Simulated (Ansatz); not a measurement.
Results of G0W0@PBE (plane waves, hard PAW, contour deformation; Ansatz, a quantum-chemistry and plane-wave program) for zinc-blende BP.

The cell has the measured lattice parameters. Conventional cell: a = 4.5380 Å, b = 4.5380 Å, c = 4.5380 Å, α = 90.00°, β = 90.00°, γ = 90.00°.

The quasiparticle gap at Γ at a fixed k mesh 2×2×2:

| response cutoff | value (eV) |
|---|---|
| 200 eV, 276 empty bands | 4.143 |
| 250 eV, 385 empty bands | 4.154 |
| 300 eV, 506 empty bands | 4.160 |
| 400 eV, 780 empty bands | 4.166 |

Problem. Taking the value to converge with the response cutoff E as E^(−3/2), extrapolate from the last two rows.

Solution. With y = y∞ + c/w and weights w = 5196 and 8000 for the last two rows, y∞ = (w2 y2 − w1 y1)/(w2 − w1) = (8000 × 4.166 − 5196 × 4.160)/2804 = 4.177 eV, which lies 0.011 beyond the last row. Successive pairs of rows give 4.182, 4.179, 4.177. The limit also hangs on the law assumed, so its last digits aren't firm.

The other settings are not extrapolated, so this is the limit in one setting alone.

At the last cutoff the smallest gap on this mesh is 1.75 eV, with an edge away from Γ.
